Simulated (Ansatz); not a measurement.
Relaxation of C$_{3}$H$_{6}$ClN (11 atoms, charge 0, multiplicity 1), to a largest force component of 0.015 eV/Å in at most 40 steps.

Theory: RKS r2SCAN-D4/def2-SVP (Ansatz).

```xyz
11
Properties=species:S:1:pos:R:3
C -1.244 -0.812 0.324
C -0.482 0.468 0.495
C 0.638 0.760 -0.137
N 1.451 0.017 -1.017
Cl 1.487 2.237 0.176
H -2.305 -0.483 -0.008
H -0.849 -1.445 -0.432
H -1.327 -1.290 1.254
H -0.888 1.214 1.234
H 2.191 0.503 -1.348
H 0.824 -0.439 -1.714
```

Q: Where does it end, and by what steps?

A: It converged. After 8 steps the energy has fallen by 0.518 eV; H10 moved furthest, 0.38 Å.

```
step  energy less start (eV)  largest force component (eV/Å)  accepted
   0                  0.0000                           5.336       yes
   1                 -0.4507                           1.276       yes
   2                 -0.4968                           0.470       yes
   3                 -0.5060                           0.243       yes
   4                 -0.5135                           0.093       yes
   5                 -0.5156                           0.086       yes
   6                 -0.5172                           0.112       yes
   7                 -0.5176                           0.029       yes
   8                 -0.5177                           0.011       yes
```

```xyz
11
Properties=species:S:1:pos:R:3
C -1.248 -0.752 0.284
C -0.450 0.490 0.544
C 0.699 0.797 -0.089
N 1.388 0.041 -1.025
Cl 1.554 2.272 0.321
H -2.190 -0.541 -0.255
H -0.691 -1.501 -0.299
H -1.533 -1.240 1.231
H -0.811 1.195 1.295
H 1.974 0.588 -1.648
H 0.805 -0.617 -1.532
```

Run time: 20 s on 2 threads of Intel(R) Xeon(R) Platinum 8488C (Sapphire Rapids), on a shared host, peak memory 0.24 GiB.
